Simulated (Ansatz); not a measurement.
Problem. Name a neutral molecule of C, F, N, S and H with HOMO–LUMO gap (B3LYP/def2-TZVPP) between 4.10 and 4.40 eV and HOMO energy (B3LYP/def2-TZVPP) between -6.10 and -5.80 eV (Ansatz, PBE0-D4/def2-TZVP geometry).

Solution. `NC1=C(F)S1` (4.17 eV, -5.98 eV). Other molecules can fit too; these were computed, each in one conformer that needn't be the lowest.

B3LYP here is the variant with VWN-RPA as its local correlation; programs differ in this.
